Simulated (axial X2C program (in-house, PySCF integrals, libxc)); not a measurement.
## Bond lengths and stretching modes, held linear, of POH

Calculated with an axial X2C code built on PySCF integrals: two-component X2C with atomic mean-field Coulomb and Gaunt terms, Gaussian nuclei, basis P dyall-v3z, O dyall-av3z, H dyall-v3z with contracted cores. Spin-free rows use the one-electron spin-free X2C Hamiltonian.

Masses P 30.974, O 15.995, H 1.008 u. States: 2c Ω = 1 (beyond evenly filled blocks: ω = -1/2, ω = 3/2); spin-free M_S = 1, Λ = 0 (beyond evenly filled blocks: π+α, π-α).

PBE0, spin-free: energies above the lowest point

| r(P–O) (Å) | r(O–H) (Å) | E (meV) |
| --- | --- | --- |
| 1.5600 | 0.9243 | 43.47 |
| 1.5600 | 0.9480 | 27.83 |
| 1.5600 | 0.9717 | 44.34 |
| 1.6000 | 0.9243 | 16.41 |
| 1.6000 | 0.9480 | 0.00 |
| 1.6000 | 0.9717 | 15.77 |
| 1.6000 | 0.9954 | 58.82 |
| 1.6400 | 0.9243 | 46.39 |
| 1.6400 | 0.9480 | 29.20 |
| 1.6400 | 0.9717 | 44.22 |
| 1.6800 | 0.9480 | 103.86 |
| 1.6800 | 0.9954 | 159.67 |

Fit a quadratic surface with cubic terms in each bond: where is the minimum, and what are the two stretching wavenumbers?

At PBE0, spin-free: bonds 1.598 and 0.948 Å; harmonic stretches 942.1 and 4066.9 cm⁻¹; force constants 5.77, 9.2 and coupling -0.13 mdyn/Å.

The other levels and Hamiltonians give:

| Hamiltonian | level | r(P–O) (Å) | r(O–H) (Å) | lower stretch (cm⁻¹) | upper stretch (cm⁻¹) |
| --- | --- | --- | --- | --- | --- |
| 2c | PBE0 | 1.598 | 0.948 | 942.0 | 4067.1 |
| 2c | HF | 1.583 | 0.931 | 970.9 | 4293.5 |
| 2c | B3LYP | 1.609 | 0.950 | 912.0 | 4012.4 |
| 2c | MP2 | 1.607 | 0.950 | 925.1 | 4036.5 |
| spin-free | HF | 1.583 | 0.931 | 970.9 | 4293.4 |
| spin-free | B3LYP | 1.609 | 0.950 | 912.1 | 4012.1 |
| spin-free | MP2 | 1.607 | 0.950 | 925.2 | 4036.5 |

Each state is one determinant, the lowest of a limited PBE0 search; the stretches come from a fit to these few points and carry an uncertainty of a few per cent. Other orders of the atoms were not compared. MP2 freezes inner shells (threshold -2 hartree). The molecule was held linear; bending was not examined, so a bent shape may lie lower. Open-shell Ω = 0 determinants with evenly filled partner blocks cannot be reached by this program, so the Ω shown need not be the lowest component. Note: several unpaired electrons, one determinant need not be a pure state.
